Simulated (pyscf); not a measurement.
**Four-centre exchange: `[GeH3][SnH3]` + `[NH3]` -> `[NH2][GeH2][SnH3]` + `[H][H]`**

Gas phase, singlet surface, charge 0. Bonds broken: Ge2–H6, N9–H10. Bonds formed: Ge2–N9, H6–H10. PySCF, gas phase, ωB97X-D3(BJ)/def2-SVP geometries.

Transition state (Å):

```xyz
12

Sn     0.2905     0.4932    -1.2763
Ge    -0.3183    -1.1046     0.7149
H      0.7925     2.0427    -0.7229
H     -1.0598     0.7818    -2.3021
H      1.5491    -0.1074    -2.2727
H     -1.2508    -1.8236     2.3820
H     -0.8262    -2.3848     0.0489
H      0.9498    -1.1675     1.5684
N     -1.7538     0.1148     1.4168
H     -1.8002    -0.7804     2.1887
H     -2.5640     0.2500     0.8056
H     -1.4374     1.0227     1.7687
```

One imaginary mode, 1401i cm⁻¹; descent along it reached the two sides named, in the forms told below.

```
bond    change  reactant side (Å)  saddle  product side
------  ------  -----------------  ------  ------------
Ge2–H6  breaks              1.539   2.041           4.6
N9–H10  breaks              1.020   1.183         2.547
Ge2–N9   forms                3.6   2.010         1.850
H6–H10   forms              2.538   1.195         0.763
```

Electronic energies relative to the separated reactants (eV):

| level | barrier | reaction energy | reverse barrier |
|---|---|---|---|
| ωB97X-D3(BJ)/def2-TZVP | 2.27 | +0.26 | 2.01 |
| PBE/def2-TZVP | 2.03 | +0.31 | 1.71 |
| r²SCAN/def2-TZVP | 2.13 | +0.27 | 1.86 |
| B3LYP-D3(BJ)/def2-TZVP | 2.20 | +0.28 | 1.93 |
| PBE0-D3(BJ)/def2-TZVP | 2.11 | +0.32 | 1.80 |
| M06-2X/def2-TZVP | 2.17 | +0.14 | 2.04 |
| ωB97M-D3(BJ)/def2-TZVP | 2.29 | +0.33 | 1.96 |
| HF/def2-TZVP | 3.02 | +0.43 | 2.59 |

With ωB97M-D3(BJ)/def2-TZVP energies and thermal terms (ideal gas, 1 atm, RRHO with modes under 100 cm⁻¹ raised to 100, one conformer, R ln 2 for chiral ones without a mode under 150 cm⁻¹), in eV:

```
T (K)   ΔH‡   ΔG‡     ΔH     ΔG
-----  ----  ----  -----  -----
298    2.17  2.60  +0.20  +0.25
600    2.19  3.04  +0.26  +0.27
900    2.23  3.45  +0.30  +0.27
1200   2.27  3.85  +0.34  +0.26
```

On the reactant side the descent ends in a complex, 0.20 eV under the separated species and 2.47 eV under the saddle at ωB97X-D3(BJ)/def2-TZVP. At the saddle there is also a short Ge–H contact that neither side keeps. One saddle was located; it need not be the lowest between these sides. Elements up to Kr have no core potential and no relativistic terms here. Elements past Kr carry the def2 core potentials, without spin-orbit coupling.
